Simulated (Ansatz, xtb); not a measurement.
Ligand exchange: HCl + CHF3S → H2S + CClF3

Species: HCl (hydrogen chloride), singlet; CHF3S (trifluoromethanethiol) `FC(F)(F)S`, singlet; H2S (hydrogen sulfide) `S`, singlet; CClF3 `FC(F)(F)Cl`, singlet. The partners trade Cl for SH: H–Cl and C–SH bonds give way to H–SH and C–Cl.

Shapes, held fixed at every level: PBE0-D4/def2-TZVP. Programs: Ansatz 0.2.0, xtb 6.7.1. The zero-point and thermal change to 298 K, harmonic and unscaled (PBE0-D4/def2-TZVP), is -0.6 kJ/mol.

| level | kind | ΔH(298 K) (kJ/mol) | less CCSD(T)/CBS estimate | CPU time (sum over the molecules) |
| --- | --- | --- | --- | --- |
| GFN2-xTB | semi-empirical | -5.2 | -17.2 | 0.12 s |
| SPW92/def2-TZVPP | LDA | +8.0 | -4.0 | 3.3 s |
| BHLYP-D4/def2-TZVPP | global hybrid | +10.5 | -1.5 | 2.6 min |
| wB97M-V/def2-TZVPP | range-separated hybrid | +9.7 | -2.3 | 24 s |
| B2PLYP/def2-TZVPP | double hybrid | +9.6 | -2.4 | 32 s |
| MP2/def2-SVP | perturbation theory | +3.8 | -8.2 | – |
| CCSD/def2-SVP | coupled cluster or CI | +4.7 | -7.3 | – |
| CCSD(T)/CBS estimate | coupled cluster or CI | +12.0 | 0.0 | 2.3 min |

The highest level, CCSD(T)/CBS estimate, gives ΔH(298 K) = +12.0 kJ/mol; the levels span -5.2 to +12.0. They disagree on the sign: 7 of 8 are positive. The column of differences is taken from that level and isn't an error. No measured value is set beside it here. The CBS estimate extrapolates MP2 from def2-TZVPP and def2-QZVPP and adds CCSD(T) − MP2 in the triple-zeta set, cores frozen. Times are processor times on shared x86 and Arm servers, and rough.
